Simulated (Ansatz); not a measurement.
For fcc Ni, PBEsol in Ansatz (plane waves, PAW) gives:

- lattice constant a: 3.463 Å
- bulk modulus: 229 GPa
- magnetic moment: 0.62 μB

**Question.** What does B3LYP (VWN-RPA form) in Ansatz (plane waves, PAW) give for the same quantities?

**Answer.** 
- lattice constant a: 3.549 Å (goes up by 2.5 %)
- bulk modulus: 175 GPa (falls by 24 %)
- magnetic moment: 0.78 μB (goes up by 0.16 μB)

For comparison: lattice constant a 3.508 Å (measured, static lattice: zero-point anharmonic expansion removed; as tabulated in Mejia-Rodriguez and Trickey (2018), arXiv:1807.09216); bulk modulus 192 GPa (measured, 0 K value with the zero-point phonon effect removed, our sources range from 186 to 195; as tabulated in Mejia-Rodriguez and Trickey (2018), arXiv:1807.09216).

Changes are worked out from the printed values.

Unless a cell is named, each level is at its own relaxed cell (PBEsol 10.38, B3LYP (VWN-RPA form) 11.18 Å³/atom).

Spin-polarised runs: PBEsol (parallel moments), B3LYP (VWN-RPA form) (parallel moments).

Ansatz's density-functional and Hartree–Fock values are scalar-relativistic unless marked +SOC, with PAW data made under PBE.

Ansatz is a program for electronic structure.
